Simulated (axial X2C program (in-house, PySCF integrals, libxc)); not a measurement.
**AlN⁻: EOM-EA-CCSD levels**

Aim: EOM-EA-CCSD levels of AlN⁻, with spin–orbit coupling in the Hamiltonian from the start.

Method: two-component X2C with atomic mean-field terms, Al dyall-av3z, N dyall-av3z; program: an in-house X2C program for linear molecules on PySCF integrals.

All values are calculated.

### 1 Set-up

File task.json:

```json
{
 "zs": [
  13,
  7
 ],
 "q": -1,
 "bas": [
  "dyall-av3z",
  "dyall-av3z"
 ],
 "r0": 1.73,
 "eom": "ea",
 "thr": -2.0,
 "nmax": 92,
 "grid": [
  1,
  0.96,
  1.045,
  0.92,
  1.09,
  1.15
 ],
 "rq": 0
}
```

Keys: zs atomic numbers; q charge; bas basis sets; r0 starting distance in Å; eom kind of EOM run; thr threshold in hartree for freezing inner shells (an s shell follows its p shell); nmax most natural virtual spinors; grid distances as factors.

Command:

```
$ python soeom.py task.json out
```

Further steps of the session: EOM-EA-CCSD at 1.799 Å.

**Question.** What will these runs give? Wanted: next root led by one particle; T1 of the reference; lowest state, Re and ωe.

**Answer**, as computed:

```
                     quantity                             value
       lowest root at 1.799 Å                 Ω = 3/2, 2.055 eV
next root led by one particle  Ω = 1/2, about 17870 cm⁻¹ higher
          T1 of the reference                             0.012
      lowest state, Re and ωe                 1.790 Å, 821 cm⁻¹
```

The added electron is bound by 2.05 eV in a spinor of 66% N pπ, 26% Al pπ. The closed-shell reference lies 1.50 eV above the lowest determinant found, so these energies count from an excited configuration. Errors of 0.1 to 0.3 eV are usual at this size, and roots led by higher excitations are left out, so the list is incomplete, and low states of that kind can be missing. T1 or the largest double amplitude of the reference is raised, which lowers the reliability.
